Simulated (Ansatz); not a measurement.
The inner images of a band of AlH3Mg (5 atoms, charge 0, multiplicity 1) are given out of order.

The calculation used RKS BLYP/def2-SVP in Ansatz.

Image 0:

```xyz
5
Properties=species:S:1:pos:R:3
Mg 0.548 -1.320 0.850
Al -0.361 0.861 -0.557
H 1.121 -2.680 1.732
H -1.711 0.858 -1.441
H 0.402 2.282 -0.584
```

Image 8:

```xyz
5
Properties=species:S:1:pos:R:3
Mg -0.697 -0.395 2.372
Al 0.154 0.087 -0.524
H 1.065 -1.228 -0.569
H -1.347 0.032 -1.083
H 0.825 1.504 -0.196
```

Question: Put them in order from the first end to the last, with their energies above the first end.
A.
```xyz
5
Properties=species:S:1:pos:R:3
Mg 0.332 -1.164 1.159
Al -0.432 0.892 -0.402
H 1.203 -2.617 1.339
H -1.639 0.734 -1.455
H 0.536 2.155 -0.640
```
B.
```xyz
5
Properties=species:S:1:pos:R:3
Mg -0.392 -0.683 2.346
Al 0.069 0.180 -0.525
H 0.909 -1.175 -0.333
H -1.400 0.095 -1.150
H 0.814 1.583 -0.338
```
C.
```xyz
5
Properties=species:S:1:pos:R:3
Mg 0.149 -1.033 1.857
Al -0.244 0.473 -0.223
H 0.829 -1.281 0.007
H -1.513 0.174 -1.144
H 0.779 1.668 -0.497
```
D.
```xyz
5
Properties=species:S:1:pos:R:3
Mg 0.269 -1.064 1.661
Al -0.412 0.720 -0.077
H 0.940 -1.598 0.060
H -1.577 0.264 -1.082
H 0.779 1.679 -0.563
```
E.
```xyz
5
Properties=species:S:1:pos:R:3
Mg 0.224 -1.048 1.536
Al -0.471 0.858 -0.120
H 1.092 -2.047 0.408
H -1.584 0.437 -1.206
H 0.739 1.799 -0.618
```
F.
```xyz
5
Properties=species:S:1:pos:R:3
Mg 0.221 -1.072 1.388
Al -0.469 0.894 -0.254
H 1.190 -2.388 0.876
H -1.597 0.589 -1.361
H 0.655 1.977 -0.650
```
G.
```xyz
5
Properties=species:S:1:pos:R:3
Mg -0.072 -0.930 2.141
Al -0.045 0.282 -0.441
H 0.774 -1.109 -0.104
H -1.457 0.124 -1.165
H 0.801 1.634 -0.430
```

Answer: A (+3.6 kcal/mol), F (+11.2 kcal/mol), E (+19.7 kcal/mol), D (+25.2 kcal/mol), C (+14.7 kcal/mol), G (-4.0 kcal/mol), B (-7.7 kcal/mol).

Time of the run: 100 s on 1 thread of Arm Neoverse V1, on a shared host, peak memory 0.09 GiB.
